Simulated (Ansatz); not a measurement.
The input, for Ansatz 0.2.0:

```yaml
crystal:
  periodic: [false, false, false]
  atoms:
    - {symbol: Al, position_ang: [0.000000, 0.000000, 0.000000]}
    - {symbol: H, position_ang: [0.621180, 1.410429, 0.625916]}
    - {symbol: H, position_ang: [-0.624953, -1.407416, 0.628935]}
    - {symbol: H, position_ang: [-0.629895, 1.403521, -0.632699]}
    - {symbol: H, position_ang: [0.633669, -1.406534, -0.622152]}
basis:
  gaussian: {orbitals: def2-mTZVP}
total_charge: 1
magnetization: {spin_polarized: false, initial_magnetization: 2}
correlation: {method: sc_nevpt2, electrons: outside_noble_gas, active_space: {window: {electrons: 6, orbitals: 6}}}
```

```sh
$ ansatz run in.yaml --threads 1 --pin off --events-out ev --progress --plain --max-ram 2393MiB
```

The program prints:

```
340 factors; integrals over basis functions are off by at most 4.6e-4 eV
mean field evaluation 1: about -6632.1927 eV, gradient 7.6e0 eV
mean field evaluation 2: about -6632.1949 eV, gradient 7.6e0 eV
mean field evaluation 4: about -6632.6936 eV, gradient 1.8e-1 eV
mean field evaluation 8: about -6632.6937 eV, gradient 1.7e-4 eV
mean field -6632.69374807 eV, -243.7469994401 hartree, gradient 2.6e-6 eV, S^2 2.000000; 0 other end points of the search recorded, 0 dependent functions left out
reference -6632.69374807 eV, -243.7469994401 hartree; 9, 7 occupied and 25, 27 virtual orbitals, 340 factors
state -6633.69556870 eV, -243.7838156695 hartree
state -6633.69556870 eV, -243.7838156695 hartree; corrected -6634.50134183 eV, -243.8134272858 hartree
Total energy: -6634.50134183 eV, -243.8134272858 hartree
```

Natural occupations: 1.9773 1.9668 1.0000 1.0000 0.0375 0.0184.

Ran on 1 thread of Arm Neoverse V2, shared host: 0.57 s wall, 0.16 GiB peak host memory.
